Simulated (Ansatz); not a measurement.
A nudged elastic band was laid between two geometries of CH₆Si (8 atoms, charge 0, multiplicity 1).

All numbers below come from RKS B3LYP-D4/def2-SVP in Ansatz.

```yaml
movable_images: 5
climbing_image: yes
spring: 5.0 eV/Å²
optimiser: quadratic models (default)
start_path: through a guess of the saddle point
force_threshold: 0.05 eV/Å
iteration_limit: 60
end_points: relaxed
```

First end point:

```xyz
8
Properties=species:S:1:pos:R:3
Si 0.379 0.011 0.046
C 0.873 -0.012 1.867
H -0.013 -0.126 2.512
H 1.557 -0.850 2.076
H 1.382 0.923 2.147
H 1.584 0.164 -0.823
H -0.548 1.148 -0.234
H -0.311 -1.259 -0.329
```

Last end point:

```xyz
8
Properties=species:S:1:pos:R:3
Si 0.115 0.004 -0.957
C 1.239 0.010 1.787
H 0.184 -0.226 1.966
H 1.878 -0.769 2.225
H 1.483 0.996 2.203
H 1.483 0.038 0.697
H -0.759 1.076 -0.300
H -0.721 -1.131 -0.359
```

(1) What changes between the two ends?

(2) What energy profile does the band end with?

(3) What is the geometry of the highest image?

Results:

(1) Bonds broken: Si1–C2, Si1–H6. Bonds formed: C2–H6. CH6Si becomes CH4 + H2Si.

(2) The forces met the threshold. The highest image is number 4 of 0 to 6, 3.07 eV above the first end and 0.92 eV above the last; the last end lies 2.15 eV above the first. Neighbouring images differ by up to 1.5 eV, so the band resolves the path poorly. A vibrational analysis at the climbing image gives one clearly imaginary mode, 1204i cm⁻¹: a first-order saddle point. The orbitals stay closed-shell, which can raise the energy where a bond breaks towards radicals; this wasn't checked here.

```csv
image,path coordinate (Å),energy (eV),Si1–C2 (Å),Si1–H6 (Å),C2–H6 (Å)
0,0.00,0.00,1.89,1.49,2.79
1,0.41,0.08,1.87,1.49,2.60
2,0.81,0.71,1.88,1.46,2.24
3,1.22,2.20,2.05,1.44,1.88
4,1.63,3.07,2.32,1.52,1.58
5,2.15,2.30,2.60,1.80,1.17
6,2.68,2.15,2.97,2.15,1.12
```

(3) 
```xyz
8
Properties=species:S:1:pos:R:3:forces:R:3
Si 0.263 0.015 -0.492 0.02 0.00 0.02
C 1.007 -0.001 1.709 0.00 -0.02 -0.03
H 0.051 -0.280 2.164 0.01 0.01 0.01
H 1.783 -0.733 1.966 -0.01 -0.01 0.00
H 1.308 1.017 1.985 -0.01 0.00 0.00
H 1.589 -0.008 0.246 -0.01 0.02 0.00
H -0.558 1.204 -0.111 -0.01 0.00 0.00
H -0.541 -1.214 -0.204 0.00 -0.01 0.00
```

Run time: 43 s on 1 thread of Intel(R) Xeon(R) 6975P-C (Granite Rapids), with other jobs on the host, peak memory 0.13 GiB.
